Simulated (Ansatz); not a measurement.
# CH3N2 (doublet): the correlation ladder at distance N1–H4 along a hydrogen transfer = 1.433 Å, cc-pVDZ

Aim: climb from Hartree-Fock through coupled cluster and multireference methods for CH3N2 (doublet) at one geometry and basis, and see what each rung misses.

Program: Ansatz 0.2.0, Gaussian basis. Level of theory: cc-pVDZ, core rule «outside noble gas», up to 3 orbitals frozen. These are calculated values, not measurements.

The runs, in order: UHF; CCSD(T) on ROHF; CCSD(T) on UHF; BCCD(T) on ROHF; CISD; CCSDT(Q) on ROHF; CCSDT(Q) on UHF; CASSCF and MRCISD+Q, 3 electrons in 3 orbitals; CASSCF and NEVPT2, 3 electrons in 3 orbitals.

## Step 1: What is computed

The geometry derives from fragments relaxed apart (PBE0/def2-TZVP) and kept rigid, so it is no stationary point. A hydrogen atom is moved between rigid fragments.

6 atoms, charge 0, spin multiplicity 2.

Atoms are counted from 1 here; the program's logs count them from 0.

Bond lengths: N1–H2 1.012 Å, N1–H3 1.012 Å, H4–C6 1.258 Å, N5–C6 1.160 Å. Angles: H2–N1–H3 107.1°, H4–C6–N5 180.0°.

Geometry (Å):

| atom | x (Å) | y (Å) | z (Å) |
| --- | --- | --- | --- |
| N1 | -2.02349 | -0.01324 | -0.02061 |
| H2 | -2.32077 | 0.95459 | -0.02061 |
| H3 | -2.32077 | -0.41554 | 0.85965 |
| H4 | -0.59049 | -0.01324 | -0.02061 |
| N5 | 1.82760 | -0.01324 | -0.02061 |
| C6 | 0.66751 | -0.01324 | -0.02061 |

## Step 2: UHF

in.yaml

```yaml
crystal:
  periodic: [false, false, false]
  atoms:
    - {symbol: N, position_ang: [-2.023486, -0.013242, -0.020610]}
    - {symbol: H, position_ang: [-2.320766, 0.954591, -0.020610]}
    - {symbol: H, position_ang: [-2.320765, -0.415542, 0.859649]}
    - {symbol: H, position_ang: [-0.590486, -0.013242, -0.020611]}
    - {symbol: N, position_ang: [1.827598, -0.013241, -0.020611]}
    - {symbol: C, position_ang: [0.667514, -0.013241, -0.020611]}
basis:
  gaussian: {orbitals: cc-pVDZ}
magnetization: {spin_polarized: true, initial_magnetization: 1}
hamiltonian: {xc: hf}
output: {orbitals: {seedname: orbitals}}
```

On the command line:

```bash
ansatz run in.yaml --threads 1 --pin off --events-out ev --progress --plain --max-ram 2816MiB --backend cpu
```

Further steps of the session: CCSD(T) on ROHF; CCSD(T) on UHF; BCCD(T) on ROHF; CISD; CCSDT(Q) on ROHF; CCSDT(Q) on UHF; CASSCF and MRCISD+Q, 3 electrons in 3 orbitals; CASSCF and NEVPT2, 3 electrons in 3 orbitals.

Before running them: what should the planned runs give, taken together? Wanted: UCCSDT(Q) below the RHF energy; RMP2 from UCCSDT(Q); UMP2 from UCCSDT(Q); RCCSD from UCCSDT(Q); RCCSD(T) from UCCSDT(Q); UCCSD(T) from UCCSDT(Q); RCCSDT(Q) from UCCSDT(Q); NEVPT2 pair from UCCSDT(Q); MRCISD+Q pair from UCCSDT(Q).

The runs gave:

| quantity | value |
| --- | --- |
| UCCSDT(Q) below the RHF energy | -13.3359 eV |
| RMP2 from UCCSDT(Q) | +1246.9 meV |
| UMP2 from UCCSDT(Q) | +1288.2 meV |
| RCCSD from UCCSDT(Q) | +520.9 meV |
| RCCSD(T) from UCCSDT(Q) | +68.7 meV |
| UCCSD(T) from UCCSDT(Q) | +69.6 meV |
| RCCSDT(Q) from UCCSDT(Q) | +1.7 meV |
| NEVPT2 pair from UCCSDT(Q) | +1278.6 meV |
| MRCISD+Q pair from UCCSDT(Q) | +380.2 meV |
| levels within 1 kcal/mol (43 meV) | RCCSDT(Q) |
| T1 diagnostic | 0.023 |

In words: RCCSD(T) misses by +68.7 meV, 0.5 % of the correlation energy. Of the multireference levels listed MRCISD+Q pair comes nearest in total energy (+380.2 meV), which doesn't show that its space is the better one. These misses are within one basis, not against nature; the frozen cores of restricted and unrestricted runs differ, which can shift their rows.
